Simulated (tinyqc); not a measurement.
Inside a calculation (part 2 of 2). Method: UHF in the sto-3g basis, for CH2, spin multiplicity 3. Computed by tinyqc, a small Python program that keeps every step (integrals from PySCF). Command: `OMP_NUM_THREADS=1 python tinyqc.py 31299 31300 out.jsonl` (the two numbers bound the seeds that draw the settings). One thread of a shared host (Intel(R) Xeon(R) Processor @ 2.60GHz), about 0.1 s of CPU time with the checks.

Geometry (angstrom):
```
atom       x        y       z
C     0.0000   0.0000  0.0000
H     0.0000   1.3210  0.6180
H     0.0000  -1.3210  0.6180
```

## Iteration 11 (converged): orbitals

converged F(alpha) (hartree), lower triangle:
```
           1C 1s    1C 2s   1C 2px   1C 2py   1C 2pz    2H 1s    3H 1s
1C 1s   -10.9844
1C 2s    -2.9753  -1.5229
1C 2px    0.0000   0.0000  -0.3485
1C 2py    0.0000   0.0000   0.0000  -0.1563
1C 2pz   -0.0038   0.0630   0.0000   0.0000  -0.2478
2H 1s    -0.3309  -0.4351   0.0000  -0.3038  -0.1686  -0.2139
3H 1s    -0.3309  -0.4351   0.0000   0.3038  -0.1686  -0.0490  -0.2139
```

converged F(beta) (hartree), lower triangle:
```
           1C 1s    1C 2s  1C 2px   1C 2py   1C 2pz    2H 1s    3H 1s
1C 1s   -10.9256
1C 2s    -2.9214  -1.1121
1C 2px    0.0000   0.0000  0.3990
1C 2py    0.0000   0.0000  0.0000   0.0350
1C 2pz   -0.0038  -0.1531  0.0000   0.0000   0.3394
2H 1s    -0.3220  -0.4147  0.0000  -0.2915  -0.1199  -0.2693
3H 1s    -0.3220  -0.4147  0.0000   0.2915  -0.1199  -0.0382  -0.2693
```

X:
```
              1        2        3       4        5        6       7
1C 1s   -0.4158   0.0000   0.7098  0.0000  -0.5695   0.0000  0.2669
1C 2s    0.9638   0.0000  -0.2466  0.0000  -0.2322   0.0000  0.5188
1C 2px   0.0000   0.0000   0.0000  1.0000   0.0000   0.0000  0.0000
1C 2py   0.0000   0.9231   0.0000  0.0000   0.0000   0.6105  0.0000
1C 2pz   0.3461   0.0000   0.6557  0.0000   0.6815   0.0000  0.1831
2H 1s   -0.6173  -0.6827  -0.2478  0.0000   0.2016   0.4127  0.3664
3H 1s   -0.6173   0.6827  -0.2478  0.0000   0.2016  -0.4127  0.3664
```

Diagonalise F' = X^T F X, C = X C', fill 5 alpha and 3 beta electrons from the bottom; D(s) = C_occ C_occ^T. Each column has its largest component positive (the first on a tie).

F' = X^T F X (alpha) (hartree), lower triangle:
```
         1       2        3        4        5        6        7
1  -0.2762
2   0.0000  0.4791
3   1.6240  0.0000  -4.5114
4   0.0000  0.0000   0.0000  -0.3485
5  -1.2224  0.0000   4.1380   0.0000  -4.4450
6   0.0000  0.0266   0.0000   0.0000   0.0000  -0.4206
7   0.6365  0.0000  -2.7542   0.0000   2.8556   0.0000  -2.5897
```

orbital energies (alpha) (hartree): MO1 -10.9911, MO2 -0.8075, MO3 -0.4214, MO4 -0.3559, MO5 -0.3485, MO6 0.3322, MO7 0.4798

coefficients C (alpha):
```
            MO1      MO2      MO3      MO4     MO5      MO6      MO7
1C 1s    0.9929  -0.2583   0.0000   0.0487  0.0000   0.1323   0.0000
1C 2s    0.0284   0.9127   0.0000  -0.2496  0.0000  -0.6455   0.0000
1C 2px   0.0000   0.0000   0.0000   0.0000  1.0000   0.0000   0.0000
1C 2py   0.0000   0.0000   0.5830   0.0000  0.0000   0.0000   0.9407
1C 2pz   0.0013  -0.0732   0.0000   0.8311  0.0000  -0.5931   0.0000
2H 1s   -0.0044   0.1556   0.4327   0.3102  0.0000   0.7049  -0.6702
3H 1s   -0.0044   0.1556  -0.4327   0.3102  0.0000   0.7049   0.6702
```

F' = X^T F X (beta) (hartree), lower triangle:
```
         1       2        3       4        5        6        7
1  -0.1166
2   0.0000  0.5491
3   1.4956  0.0000  -4.1916
4   0.0000  0.0000   0.0000  0.3990
5  -1.3154  0.0000   4.4744  0.0000  -4.0332
6   0.0000  0.1708   0.0000  0.0000   0.0000  -0.3595
7   0.8152  0.0000  -2.7510  0.0000   2.8033   0.0000  -2.4613
```

orbital energies (beta) (hartree): MO1 -10.9302, MO2 -0.5727, MO3 -0.3905, MO4 0.2461, MO5 0.3990, MO6 0.4541, MO7 0.5801

coefficients C (beta):
```
            MO1      MO2      MO3      MO4     MO5      MO6      MO7
1C 1s    0.9942  -0.1974   0.0000  -0.2006  0.0000  -0.0682   0.0000
1C 2s    0.0232   0.6558   0.0000   0.8707  0.0000   0.3521   0.0000
1C 2px   0.0000   0.0000   0.0000   0.0000  1.0000   0.0000   0.0000
1C 2py   0.0000   0.0000   0.4355   0.0000  0.0000   0.0000   1.0174
1C 2pz   0.0016   0.1410   0.0000  -0.3642  0.0000   0.9462   0.0000
2H 1s   -0.0037   0.3597   0.5282  -0.5402  0.0000  -0.4429  -0.5979
3H 1s   -0.0037   0.3597  -0.5282  -0.5402  0.0000  -0.4429   0.5979
```

D(alpha) after iteration 11, lower triangle:
```
          1C 1s    1C 2s  1C 2px   1C 2py  1C 2pz    2H 1s   3H 1s
1C 1s    1.0548
1C 2s   -0.2197   0.8961
1C 2px   0.0000   0.0000  1.0000
1C 2py   0.0000   0.0000  0.0000   0.3399
1C 2pz   0.0607  -0.2742  0.0000   0.0000  0.6960
2H 1s   -0.0294   0.0645  0.0000   0.2522  0.2464   0.3077
3H 1s   -0.0294   0.0645  0.0000  -0.2522  0.2464  -0.0668  0.3077
```

D(beta) after iteration 11, lower triangle:
```
          1C 1s   1C 2s  1C 2px   1C 2py  1C 2pz    2H 1s   3H 1s
1C 1s    1.0275
1C 2s   -0.1064  0.4306
1C 2px   0.0000  0.0000  0.0000
1C 2py   0.0000  0.0000  0.0000   0.1897
1C 2pz  -0.0263  0.0925  0.0000   0.0000  0.0199
2H 1s   -0.0747  0.2358  0.0000   0.2300  0.0507   0.4084
3H 1s   -0.0747  0.2358  0.0000  -0.2300  0.0507  -0.1496  0.4084
```

## Convergence

Stop when the energy changes by less than 1e-09 hartree and every element of the error matrix X^T (F D S - S D F) X (for each spin) is below 9e-06.

Course of the cycle:
```
iteration  E (hartree)     change  largest element of the error matrix
1           -36.909699          -                             3.25e-01
2           -38.225222  -1.32e+00                             1.21e-01
3           -38.291661  -6.64e-02                             2.57e-02
4           -38.294394  -2.73e-03                             1.02e-02
5           -38.294943  -5.50e-04                             5.62e-03
6           -38.295370  -4.27e-04                             3.67e-03
7           -38.295851  -4.80e-04                             2.46e-03
8           -38.295966  -1.16e-04                             5.81e-04
9           -38.295968  -1.59e-06                             1.19e-04
10          -38.295968  -1.19e-07                             1.33e-05
11          -38.295968  -7.80e-10                             2.92e-06
```

PySCF UHF in the same basis, after a stability check = -38.295968 hartree

Converged in 11 iterations.

## Populations, bond orders and dipole

overlap S, lower triangle:
```
         1C 1s   1C 2s  1C 2px   1C 2py  1C 2pz   2H 1s   3H 1s
1C 1s   1.0000
1C 2s   0.2484  1.0000
1C 2px  0.0000  0.0000  1.0000
1C 2py  0.0000  0.0000  0.0000   1.0000
1C 2pz  0.0000  0.0000  0.0000   0.0000  1.0000
2H 1s   0.0269  0.3034  0.0000   0.2972  0.1390  1.0000
3H 1s   0.0269  0.3034  0.0000  -0.2972  0.1390  0.0378  1.0000
```

Mulliken: Z minus the diagonal of D S on the atom; Loewdin: the same with S^(1/2) D S^(1/2); Mayer order: 2 sum_s sum (D(s) S)_ij (D(s) S)_ji over the two atoms.

Charges (e):
```
atom  Mulliken  Loewdin  Mulliken spin
1C     -0.0384  -0.0198         2.2290
2H      0.0192   0.0099        -0.1145
3H      0.0192   0.0099        -0.1145
```

Mayer bond orders:
```
pair   order
2-1   0.9429
3-1   0.9429
3-2   0.0436
```

dipole moment about the origin, x y z (debye): 0.0000  0.0000  0.2016

<S^2> of the determinant (pure state: 2) = 2.0448
